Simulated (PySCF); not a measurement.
Several orderings of computed values.

Species are written as SMILES; each is one conformer at its optimised geometry, gas phase, non-relativistic unless stated; the electronic structure was computed with PySCF and density fitting.

Dipoles, sizes and rotational constants follow the conformer. The torsions of the flexible species, by atom-mapped SMILES:
- `[O:1]=[CH:2][OH:3]`: H–O3–C2–O1 0°
- `[CH3:1][CH:2]([CH3:3])[O:4][BH:5][c:6]1[cH:7][cH:8][cH:9][s:10]1`: C1–C2–O4–B5 -87°, C2–O4–B5–C6 -1°, O4–B5–C6–C7 -178°
- `[CH3:1][CH2:2][O:3][CH2:4][C:5]#[N:6]`: C1–C2–O3–C4 -68°, C2–O3–C4–C5 -62°

The conformers of `O=C1CCCN1` aren't listed.

**Question.** Rank by smallest rotational constant, lowest first (PBE0-D3(BJ)/def2-SVP).
A. `Cn1nc(C)c(Cl)n1` (C4H6ClN3)
B. `C1=CC=CC=C1` (C6H6)
C. `C=C1C=CC1=C` (C6H6)
D. `C[AsH2+][GaH3-]` (CH8AsGa)
E. `O=CO` (CH2O2)
F. `CCOCC#N` (C4H7NO)
G. `CC(C)OBc1cccs1` (C7H11BOS)

**Answer.** G (0.579 GHz), A (0.943 GHz), D (1.372 GHz), F (1.959 GHz), C (2.418 GHz), B (2.847 GHz), E (10.564 GHz).

**Question.** Rank by electronic spatial extent ⟨r²⟩ about the centre of nuclear charge, highest first (PBE0/def2-SVPD at PBE0-D3(BJ)/def2-SVP geometries).
A. `Cc1nn(C)nc1Cl` (C4H6ClN3)
B. `c1ccccc1` (C6H6)
C. `O=CO` (CH2O2)
D. `CCOCC#N` (C4H7NO)

**Answer.** A (1184 bohr²), D (658 bohr²), B (460 bohr²), C (132 bohr²).

**Question.** Rank by HOMO energy, lowest first (PBE0/def2-SVPD at PBE0-D3(BJ)/def2-SVP geometries).
A. `O=C1CCCN1` (C4H7NO)
B. `CCOCC#N` (C4H7NO)
C. `O=CO` (CH2O2)
D. `c1ccccc1` (C6H6)

**Answer.** C (-8.69 eV), B (-8.42 eV), D (-7.33 eV), A (-7.21 eV).

**Question.** By how much do the two ends of that ranking differ?

**Answer.** By 1.48 eV, between `O=C1CCCN1` and `O=CO` (formic acid).

**Question.** Rank by dipole moment, lowest first (PBE0/def2-SVPD at PBE0-D3(BJ)/def2-SVP geometries).
A. `c1ccccc1` (C6H6)
B. `O=CO` (CH2O2)
C. `C(COCC)#N` (C4H7NO)
D. `Cc1nn(C)nc1Cl` (C4H6ClN3)

**Answer.** A (0.00 D), B (1.59 D), D (1.76 D), C (3.36 D).

**Question.** Rank by lowest singlet excitation, highest first (TDDFT PBE0/def2-SVPD at PBE0-D3(BJ)/def2-SVP geometries).
A. `C1=CC=CC=C1`
B. `C[O][Ge]([CH3])([CH3])[CH3]`
C. `n1n(C)nc(C)c1Cl`
D. `O=C1CCCN1`
E. `CCOCC#N`

**Answer.** E (6.94 eV), B (6.60 eV), C (5.99 eV), D (5.71 eV), A (5.51 eV).

**Question.** Give the two extremes of that set as wavelengths.

**Answer.** `c1ccccc1`: 225 nm; `CCOCC#N`: 179 nm.

**Question.** Rank by lowest triplet excitation (Tamm–Dancoff), highest first (TDA PBE0/def2-SVPD at PBE0-D3(BJ)/def2-SVP geometries).
A. `Cc1nn(C)nc1Cl`
B. `O=C1CCCN1`
C. `c1ccccc1`
D. `C[O][Ge]([CH3])([CH3])[CH3]`

**Answer.** D (6.47 eV), B (5.21 eV), A (4.49 eV), C (4.10 eV).
